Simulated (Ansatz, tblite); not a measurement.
# BCl2H (BHCl₂): removing an electron

An exercise on one series of results from a longer session: the logs are not shown, and one member is left open.

Computed with Ansatz 0.2.0, Gaussian basis. Level: as each input shows.

Levels to be run: charge +1 doublet, at the geometry of the singlet (PBE0-D4/def2-TZVP, PBE-D4/def2-TZVP, r2SCAN-D4/def2-TZVP, HSE06-D4/def2-TZVP, BHLYP-D4/def2-TZVP, ωB97M-V/def2-TZVP, CAM-B3LYP-D4/def2-TZVP, PBE-QIDH/def2-TZVP, CCSD(T)/def2-TZVPP); charge +1 doublet, relaxed (PBE0-D4/def2-TZVP, PBE-D4/def2-TZVP); the starting singlet's energies come from earlier runs.

**The geometry**

The singlet was relaxed beforehand with r2SCAN-D4/def2-TZVP.

4 atoms, charge 0, spin multiplicity 1.

Atoms are counted from 1 here; the program's logs count them from 0.

Bond lengths: B1–Cl2 1.739 Å, B1–Cl3 1.739 Å, B1–H4 1.186 Å. Angles: Cl2–B1–Cl3 120.7°, Cl2–B1–H4 119.6°, Cl3–B1–H4 119.6°.

Set-up of the first run:

in.yaml reads:

```yaml
crystal:
  periodic: [false, false, false]
  atoms:
    - {symbol: B, position_ang: [-0.068833, -0.114348, 0.000555]}
    - {symbol: Cl, position_ang: [1.669208, -0.156927, 0.012695]}
    - {symbol: Cl, position_ang: [-0.920002, 1.401546, -0.018119]}
    - {symbol: H, position_ang: [-0.680373, -1.130271, 0.004869]}
basis:
  gaussian: {orbitals: def2-TZVP}
total_charge: 1
magnetization: {spin_polarized: true, initial_magnetization: 1}
hamiltonian: {xc: pbe0, dispersion: d4}
output: {orbitals: {seedname: orbitals}}
```

On the command line:

```console
$ ansatz run in.yaml --threads 2 --pin off --events-out ev --progress --plain --max-ram 4352MiB
```

Steps of the session up to this table: Charge +1 doublet at the fixed geometry, PBE0-D4/def2-TZVP; Charge +1 doublet at the fixed geometry, PBE-D4/def2-TZVP; Charge +1 doublet at the fixed geometry, r2SCAN-D4/def2-TZVP; Charge +1 doublet at the fixed geometry, HSE06-D4/def2-TZVP; Charge +1 doublet at the fixed geometry, BHLYP-D4/def2-TZVP; Charge +1 doublet at the fixed geometry, ωB97M-V/def2-TZVP; Charge +1 doublet at the fixed geometry, CAM-B3LYP-D4/def2-TZVP; Charge +1 doublet at the fixed geometry, PBE-QIDH/def2-TZVP; Charge +1 doublet at the fixed geometry, CCSD(T)/def2-TZVPP.

One table of the session follows, with a row left open; its other results are not shown here.

It belongs to the step «Vertical ionisation energy». Beside −ε(HOMO) of the starting state:

| level | −ε(HOMO) (eV) | by difference (eV) | mismatch (eV) |
| --- | --- | --- | --- |
| PBE-D4/def2-TZVP | 7.84 | 11.22 | -3.38 |
| r2SCAN-D4/def2-TZVP | 8.19 | 11.43 | -3.25 |
| PBE0-D4/def2-TZVP | 9.26 | 11.65 | -2.39 |
| HSE06-D4/def2-TZVP | 8.85 | 11.63 | -2.78 |
| BHLYP-D4/def2-TZVP | ? | ? | ? |
| CAM-B3LYP-D4/def2-TZVP | 10.66 | 11.88 | -1.22 |
| ωB97M-V/def2-TZVP | 11.52 | 11.89 | -0.37 |

Q: Estimate the row for BHLYP-D4/def2-TZVP from the others.

As computed: −ε(HOMO) (eV): 10.56; by difference (eV): 11.89; mismatch (eV): -1.32. In the column «−ε(HOMO) (eV)» it lies between PBE0-D4/def2-TZVP (9.26) and CAM-B3LYP-D4/def2-TZVP (10.66).
